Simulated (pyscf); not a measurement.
Structures and frequencies: ωB97X-D3(BJ)/def2-SVP in PySCF.

### Question
Estimate the classical barrier height and the reaction energy of `[F][SiH3]` + `[F][BH][F]` → `[F][B]([F])[F]` + `[SiH4]` at ωB97M-D3(BJ)/def2-TZVP. The step runs on the singlet surface, breaks F–Si, B–H and forms B–F, H–Si; take the separated reactants as zero.

### Answer
ΔE‡ = 22.2 kcal/mol, ΔE = -3.1 kcal/mol. Zero-point energy shifts the barrier by +1.5 kcal/mol. It is a four-centre exchange, with an imaginary mode of 363i cm⁻¹. One saddle was located; it need not be the lowest between these sides.
